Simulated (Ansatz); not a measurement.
Barrier O + CH4 (SMILES C) via CH4O, on the benchmark's geometries as Psi4's copy gives them; open shells unrestricted, no zero-point energy, no spin–orbit coupling.
Transition structure (charge 0, multiplicity 3):
```xyz
6

C      0.00029    -1.14229     0.00000
H     -1.05596    -1.38474     0.00000
H      0.52017    -1.40739     0.91245
H      0.52017    -1.40739    -0.91245
H      0.01156     0.16010     0.00000
O      0.00029     1.36164     0.00000
```

Correlated levels freeze the cores. MP2 and its Hartree–Fock in aug-cc-pVQZ are density fitted.

Codes used: Ansatz (a quantum-chemistry and plane-wave program). 

The barrier height is − E(O) − E(CH4) + E(TS). Total energies (hartree):

| level | O | CH4 | TS |
|---|---|---|---|
| HF/aug-cc-pVTZ | -74.8129822 | -40.2136260 | -114.9698528 |
| MP2/aug-cc-pVTZ | -74.9592935 | -40.4144545 | -115.3465315 |
| HF/aug-cc-pVQZ | -74.8176232 | -40.2162651 | -114.9768898 |
| MP2/aug-cc-pVQZ | -74.9766639 | -40.4273326 | -115.3771692 |
| CCSD(T)/aug-cc-pVTZ | -74.9789519 | -40.4409156 | -115.3964471 |

Question: Work out the barrier height at the basis-set limit: extrapolate the MP2 correlation part as X⁻³, take Hartree–Fock from the larger set, and add the CCSD(T) − MP2 difference of aug-cc-pVTZ.

Answer: 
1. Differences (1 hartree = 627.509 kcal/mol): HF/aug-cc-pVTZ 35.615; MP2/aug-cc-pVTZ 17.079; HF/aug-cc-pVQZ 35.767; MP2/aug-cc-pVQZ 16.834; CCSD(T)/aug-cc-pVTZ 14.697.
2. Correlation parts, MP2 less HF: -18.536 in aug-cc-pVTZ (X = 3), -18.933 in aug-cc-pVQZ (X = 4).
3. Limit (4³·(-18.933) − 3³·(-18.536))/(4³ − 3³) = -19.222; with HF/aug-cc-pVQZ it gives 16.545.
4. CCSD(T) less MP2 in aug-cc-pVTZ: -2.382.
Result: 14.16 kcal/mol, against 17.08 at MP2/aug-cc-pVTZ. It is an estimate of this method's limit, not of the exact value.
